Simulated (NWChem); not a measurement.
System: fluoromethane (CH₃F); SMILES CF

Here is an NWChem input.

```
start job
memory heap 200 mb stack 900 mb global 1100 mb
geometry units angstroms noautoz
  C      0.000000     0.000000    -0.601791
  F      0.000000     0.000000     0.761623
  H      0.732586     0.732586    -0.979623
  H      0.268145    -1.000731    -0.979623
  H     -1.000731     0.268145    -0.979623
end
basis spherical
  C library 6-31g*
  F library 6-31g*
  H library 6-31g*
end
dft
  xc n12
  iterations 150
  mulliken
end
task dft energy
```

Output (shortened):

```
             Northwest Computational Chemistry Package (NWChem) 7.3.0
             --------------------------------------------------------

 C3V symmetry detected

                             Geometry "geometry" -> ""
                             -------------------------

 Output coordinates in angstroms (scale by  1.889725989 to convert to a.u.)

  No.       Tag          Charge          X              Y              Z
 ---- ---------------- ---------- -------------- -------------- --------------
    1 C                    6.0000    -0.00000000    -0.00000000    -0.61873500
    2 F                    9.0000     0.00000000    -0.00000000     0.74467900
    3 H                    1.0000     0.73258595     0.73258595    -0.99656700
    4 H                    1.0000     0.26814507    -1.00073102    -0.99656700
    5 H                    1.0000    -1.00073102     0.26814507    -0.99656700

 Effective nuclear repulsion energy (a.u.)      37.5326405142

      Symmetry information
      --------------------

 Group name             C3v
 Group number             17
 Group order               6
 No. of unique centers     3

                                 NWChem DFT Module
                                 -----------------

 Summary of "ao basis" -> "ao basis" (spherical)
 ------------------------------------------------------------------------------
       Tag                 Description            Shells   Functions and Types
 ---------------- ------------------------------  ------  ---------------------
 C                           6-31g*                  6       14   3s2p1d
 F                           6-31g*                  6       14   3s2p1d
 H                           6-31g*                  2        2   2s

      Symmetry analysis of basis
      --------------------------

        a1         14
        a2          0
        e          20

  Rotation of axis

            General Information
            -------------------
          SCF calculation type: DFT
          Wavefunction type:  closed shell.
          No. of atoms     :     5
          No. of electrons :    18
           Alpha electrons :     9
            Beta electrons :     9
          Charge           :     0
          Spin multiplicity:     1
          Use of symmetry is: on ; symmetry adaption is: on
          Maximum number of iterations: 150
          AO basis - number of functions:    34
                     number of shells:    18
          Convergence on energy requested:  1.00D-06
          Convergence on density requested:  1.00D-05
          Convergence on gradient requested:  5.00D-04

              XC Information
              --------------
                          N12 Method XC Functional
                           N12 Exchange Functional  1.000
                         N12 Correlation Potential  1.000

             Grid Information
             ----------------
          Grid used for XC integration:  medium
          Radial quadrature: Mura-Knowles
          Angular quadrature: Lebedev.
          Tag              B.-S. Rad. Rad. Pts. Rad. Cut. Ang. Pts.
          ---              ---------- --------- --------- ---------
          C                   0.70       49           6.0       434
          F                   0.50       49           7.0       434
          H                   0.35       45           7.0       434
          Grid pruning is: on
          Number of quadrature shells:   143
          Spatial weights used:  Erf1

      Superposition of Atomic Density Guess
      -------------------------------------

 Sum of atomic energies:        -138.52728379

      Non-variational initial energy
      ------------------------------

 Total energy =    -139.188626
 1-e energy   =    -265.328910
 2-e energy   =      88.607643
 HOMO         =      -0.424331
 LUMO         =       0.172518

      Symmetry analysis of molecular orbitals - initial
      -------------------------------------------------

  Numbering of irreducible representations:

     1 a1          2 a2          3 e

  Orbital symmetries:

     1 a1          2 a1          3 a1          4 a1          5 a1
     6 e           7 e           8 e           9 e          10 a1
    11 a1         12 e          13 e          14 a1         15 e
    16 e          17 e          18 e          19 a1

     ---------------------------------------------
      Total Density - Mulliken Population Analysis
     ---------------------------------------------

    Atom       Charge   Shell Charges
 -----------   ------   -------------------------------------------------------
    1 C    6     6.04   2.00  0.69  1.75  0.63  0.92  0.06
    2 F    9     9.48   2.00  0.95  3.42  1.00  2.11  0.01
    3 H    1     0.83   0.48  0.34
    4 H    1     0.83   0.48  0.34
    5 H    1     0.83   0.48  0.34

   convergence    iter        energy       DeltaE   RMS-Dens  Diis-err
 ---------------- ----- ----------------- --------- --------- ---------
 d= 0,ls=0.0,diis     1   -139.6286882515 -1.77D+02  2.16D-02  3.67D-01
 d= 0,ls=0.0,diis     2   -139.6247118849  3.98D-03  1.15D-02  4.25D-01
 d= 0,ls=0.0,diis     3   -139.6648842239 -4.02D-02  3.01D-03  5.16D-02
 d= 0,ls=0.0,diis     4   -139.6686880568 -3.80D-03  1.39D-03  4.03D-03
 d= 0,ls=0.0,diis     5   -139.6690653500 -3.77D-04  3.39D-04  1.76D-04
  Resetting Diis
 d= 0,ls=0.0,diis     6   -139.6690878463 -2.25D-05  5.83D-06  1.29D-07
 d= 0,ls=0.0,diis     7   -139.6690878581 -1.18D-08  3.29D-06  6.92D-09

         Total DFT energy =     -139.669087858139
      One electron energy =     -267.359486658418
           Coulomb energy =      107.192167348158
    Exchange-Corr. energy =      -17.034409062123
 Nuclear repulsion energy =       37.532640514243

 Numeric. integr. density =       17.999999891384

                  Occupations of the irreducible representations
                  ----------------------------------------------

[...]
```

Level: N12/6-31G* (spherical d). Structure relaxed at the PBE0/def2-SVP level.
